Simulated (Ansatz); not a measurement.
A calculation on trigonal Te returned lattice constant a 4.512 Å, lattice parameter c 5.929 Å, equilibrium volume per atom 34.85 Å³/atom.

For reference: lattice constant a 4.456 Å (measured, 293 K, no zero-point or thermal correction; as tabulated in Wikipedia's data pages); lattice parameter c 5.928 Å (measured, 293 K, no zero-point or thermal correction; as tabulated in Wikipedia's data pages); equilibrium volume per atom 33.30 Å³/atom (measured, copied from a table, unchecked, extrapolated to 0 K and zero-point effects removed; as tabulated in Lejaeghere et al. (2013), arXiv:1204.2733).

Which level of theory produced these numbers?
(A) PBE-D3(BJ) (Ansatz, a program for electronic structure)
(B) rVV10 (Ansatz)
(C) r²SCAN-D4 (Ansatz)
(D) PBEsol (Ansatz)

C, r²SCAN-D4 (Ansatz)

The others give: rVV10 4.521 Å, 6.022 Å, 35.54 Å³/atom; PBEsol 4.317 Å, 5.954 Å, 32.03 Å³/atom; PBE-D3(BJ) 4.314 Å, 5.971 Å, 32.08 Å³/atom.

Unless a cell is named, each level is at its own relaxed cell (PBE-D3(BJ) 32.08, PBEsol 32.03, r²SCAN-D4 34.85, rVV10 35.54 Å³/atom).

Caveats: the cell comes from a level without a dispersion term, which matters for the spacing of layers, chains or molecules (PBEsol). Ansatz's density-functional and Hartree–Fock values are scalar-relativistic unless marked +SOC, with PAW data made under PBE.
